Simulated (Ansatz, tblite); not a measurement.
# SbSbSbSb tetrahedron (Sb4): charged states by level of theory

One table from this session's results is given with a row withheld; the runs are named, their logs left out.

The runs use Ansatz 0.2.0, Gaussian basis; as each input shows.

Levels to be run: charge +1 doublet, at the geometry of the singlet (PBE0-D4/def2-TZVP, PBE-D4/def2-TZVP, r2SCAN-D4/def2-TZVP, CCSD(T)/def2-SVP); charge +1 doublet, relaxed (PBE0-D4/def2-TZVP, PBE-D4/def2-TZVP); the starting singlet's energies come from earlier runs.

5 further runs of the same task are left out: 1 that didn't finish, 4 set aside as unsound or not needed. Runs told in other sessions of the task aren't counted.

## The relaxed structure

The geometry is that of the singlet, from an earlier relaxation (r2SCAN-D4/def2-SVP).

4 atoms, charge 0, spin multiplicity 1.

Atoms are counted from 1 here; the program's logs count them from 0.

Bond lengths: Sb1–Sb2 2.841 Å, Sb1–Sb3 2.841 Å, Sb1–Sb4 2.841 Å, Sb2–Sb3 2.841 Å, Sb2–Sb4 2.841 Å, Sb3–Sb4 2.841 Å. Angles: Sb2–Sb1–Sb3 60.0°, Sb2–Sb1–Sb4 60.0°, Sb3–Sb1–Sb4 60.0°, Sb1–Sb2–Sb3 60.0°, Sb1–Sb2–Sb4 60.0°, Sb3–Sb2–Sb4 60.0°, Sb1–Sb3–Sb2 60.0°, Sb1–Sb3–Sb4 60.0°, Sb2–Sb3–Sb4 60.0°, Sb1–Sb4–Sb2 60.0°, Sb1–Sb4–Sb3 60.0°, Sb2–Sb4–Sb3 60.0°.

Sb takes a core potential in the def2 sets. No spin-orbit coupling is included.

Set-up of the first run:

File in.yaml:

```yaml
crystal:
  periodic: [false, false, false]
  atoms:
    - {symbol: Sb, position_ang: [-1.472130, 0.601694, -0.705962]}
    - {symbol: Sb, position_ang: [-0.383826, -1.097101, 1.294847]}
    - {symbol: Sb, position_ang: [0.930259, 1.331305, 0.624351]}
    - {symbol: Sb, position_ang: [0.925687, -0.835899, -1.213236]}
basis:
  gaussian: {orbitals: def2-SVP}
total_charge: 1
magnetization: {spin_polarized: true, initial_magnetization: 1}
hamiltonian: {xc: pbe0, dispersion: d4}
output: {orbitals: {seedname: orbitals}}
```

On the command line:

```bash
> ansatz run in.yaml --threads 4 --pin off --events-out ev --progress --plain --max-ram 3916MiB
```

Among the steps run: Charge +1 doublet at the fixed geometry, first pass, PBE0-D4/def2-SVP; Charge +1 doublet at the fixed geometry, PBE0-D4/def2-TZVP; Charge +1 doublet at the fixed geometry, PBE-D4/def2-TZVP; Charge +1 doublet at the fixed geometry, r2SCAN-D4/def2-TZVP; Charge +1 doublet at the fixed geometry, CCSD(T)/def2-SVP.

One of the session's tables, all rows but one given; the rest of the session is left out.

It belongs to the step «Vertical ionisation energy». 

```
             method  vertical ionisation energy (eV)
        HF/def2-SVP                             7.30
   PBE-D4/def2-TZVP                                ?
r2SCAN-D4/def2-TZVP                             7.85
  PBE0-D4/def2-TZVP                             7.86
       MP2/def2-SVP                             7.93
      CCSD/def2-SVP                             7.79
   CCSD(T)/def2-SVP                             7.79
```

Estimate the missing values for PBE-D4/def2-TZVP.

As computed: vertical ionisation energy (eV): 7.74. In the column «vertical ionisation energy (eV)» it lies between HF/def2-SVP (7.30) and CCSD/def2-SVP (7.79).
